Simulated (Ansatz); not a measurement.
# Si₂F (sextet): the correlation ladder, cc-pVDZ

One table from this session's results is given with a row withheld; the runs are named, their logs left out.

Computed with Ansatz 0.2.0, Gaussian basis. Level: cc-pVDZ, core rule «outside noble gas», up to 11 orbitals frozen.

To be run: UHF; CCSD(T) on ROHF; CCSD(T) on UHF; BCCD(T) on ROHF; CISD; CCSDT(Q) on ROHF; CCSDT(Q) on UHF.

31 further runs of the same task are left out: 10 for a known fault of the program, 10 that didn't finish, 11 set aside as unsound or not needed.

## The system

The geometry is a PBE0/def2-TZVP stationary point (not a proven minimum) of the parent state, kept for this charge and spin.

3 atoms, charge 0, spin multiplicity 6.

Atoms are counted from 1 here; the program's logs count them from 0.

Bond lengths: F1–Si2 1.608 Å, Si2–Si3 2.332 Å. Angles: F1–Si2–Si3 112.2°.

Coordinates:

```xyz
3

F     0.00000   -0.60620    1.62119
Si    0.00000    0.59449    0.55088
Si    0.00000   -0.18443   -1.64753
```

The first run:

Input file in.yaml:

```yaml
crystal:
  periodic: [false, false, false]
  atoms:
    - {symbol: F, position_ang: [0.000000, -0.606197, 1.621189]}
    - {symbol: Si, position_ang: [0.000000, 0.594494, 0.550881]}
    - {symbol: Si, position_ang: [0.000000, -0.184433, -1.647532]}
basis:
  gaussian: {orbitals: cc-pVDZ}
magnetization: {spin_polarized: true, initial_magnetization: 5}
hamiltonian: {xc: hf}
output: {orbitals: {seedname: orbitals}}
```

Launch:

```sh
ansatz run in.yaml --threads 1 --pin off --events-out ev --progress --plain --max-ram 2393MiB
```

Among the steps run: UHF; CCSD(T) on ROHF; CCSD(T) on UHF; BCCD(T) on ROHF; CISD; CCSDT(Q) on ROHF; CCSDT(Q) on UHF.

One of the session's tables, all rows but one given; the rest of the session is left out.

| method | from UCCSDT(Q) (kJ/mol) |
| --- | --- |
| ROHF | +820.0 |
| UHF | +814.1 |
| RMP2 | +82.0 |
| UMP2 | +82.5 |
| CISD | +86.5 |
| RCCSD | +23.6 |
| UCCSD | +23.6 |
| RCCSD(T) | +4.9 |
| UCCSD(T) | +4.9 |
| BCCD(T) | ? |
| RCCSDT | +1.9 |
| UCCSDT | +1.9 |
| RCCSDT(Q) | +0.3 |
| UCCSDT(Q) | 0 |

Q: Estimate the row for BCCD(T) from the others.

As computed: from UCCSDT(Q) (kJ/mol): +4.6. In the column «from UCCSDT(Q) (kJ/mol)» it lies between UCCSDT (+1.9) and RCCSD(T) (+4.9).

Caveats from the session: Restricted and unrestricted rows rest on different reference determinants; where their highest levels disagree by more than a few hundredths of an eV, they describe different states and don't form one ladder.
